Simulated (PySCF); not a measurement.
Molecule: SMILES C[C@@H]1C[C@H]1[S-], [C₄H₇S]-.

Cartesian coordinates in Å; atom numbers follow the order of the lines, from 1:
```xyz
12

C     1.512   -0.127    0.011
C     0.090   -0.046    0.513
C    -1.012   -0.710   -0.268
C    -0.940    0.795   -0.194
S    -2.136    1.745    0.693
H     1.977   -1.078    0.289
H     2.114    0.681    0.429
H     1.535   -0.042   -1.075
H     0.002   -0.097    1.594
H    -0.751   -1.204   -1.198
H    -1.797   -1.205    0.286
H    -0.592    1.287   -1.105
```

Total charge -1.

Frames of a GFN2-xTB Langevin trajectory at 400 K; GIAO PBE0/pcSseg-1 shieldings in PySCF 2.14.0 with density-fitted response routines, gas phase, non-relativistic; equivalent atoms averaged within each frame.

Shifts are taken against calculated references (same method and geometry level): TMS for ¹³C (186.93 ppm) and ¹H (31.72 ppm); CS2 for ³³S (503.73 ppm). The references are static minima.

Problem. How do the shifts (ppm) fluctuate along the trajectory?

Solution. 
```csv
time (fs),C4,C2,C1,C3,S5,H12,H6/H7/H8,H9,H11,H10
250,37.3,31.4,27.7,24.8,-77,2.21,1.69,-0.08,-0.47,-1.35
425,40.4,18.7,22.9,23.0,-118,4.07,0.58,-0.86,-0.13,0.11
625,37.2,19.9,21.6,30.0,-57,3.64,0.73,-0.73,-0.47,0.34
800,44.4,35.0,27.0,21.5,-81,2.60,1.24,0.10,0.49,-0.68
1000,37.9,24.0,27.1,29.2,-63,2.70,1.88,-0.57,0.97,-0.08
mean of frames,39.5,25.8,25.3,25.7,-79,3.05,1.22,-0.43,0.08,-0.33
standard deviation,3.1,7.1,2.8,3.8,24,0.78,0.57,0.42,0.63,0.68
```

5 frames give an uncertainty of the mean of about the standard deviation over 2.2 at best, since frames this close in time may not be independent; classical motion lacks zero-point vibration, and the reference would need the same averaging.
